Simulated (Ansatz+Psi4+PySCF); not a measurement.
# doublet CS2(+): levels of theory in one basis

| atom | x (Å) | y (Å) | z (Å) |
| --- | --- | --- | --- |
| S | 0.0000 | -0.0069 | 1.5539 |
| C | -0.0092 | -0.0026 | -0.0029 |
| S | -0.0019 | -0.0084 | -1.5560 |

Basis set: cc-pVTZ on C; cc-pV(T+d)Z on S (spherical functions). Left uncorrelated: 11 orbitals. Correlation on ROHF uses semicanonical orbitals with singles. Charge 1, multiplicity 2.

Computed with Ansatz (development build ahead of 0.2.0) and Psi4 1.11; each method stands on the lowest determinant of its kind that the runs found.

| method | E − E(ROHF) (eV) | <S²> of the determinant |
| --- | --- | --- |
| ROHF | 0.00 | 0.75 |
| UHF | -0.75 | 1.04 |
| ROHF-MP2 | -12.76 | – |
| UHF-MP2 | -12.28 | 1.04 |
| ROHF-CCSD | -13.37 | – |
| ROHF-CCSD(T) | -14.26 | – |
| UHF-CCSD(T) | -14.24 | 1.04 |

(1) What does UHF-CCSD give on the same scale?

## Answers

(1) -13.42 eV.

Caution for ROHF, ROHF-MP2, ROHF-CCSD, ROHF-CCSD(T): an unrestricted determinant lies well below. Caution for UHF, UHF-MP2, UHF-CCSD, UHF-CCSD(T): the unrestricted determinant is spin contaminated. Caution for ROHF-MP2, UHF-MP2, ROHF-CCSD, UHF-CCSD, ROHF-CCSD(T), UHF-CCSD(T): large amplitudes, a single reference is doubtful. Caution for ROHF-MP2, UHF-MP2: MP2 on this radical cation hangs on the determinant chosen. Caution for ROHF-MP2: another reference gives a lower total.
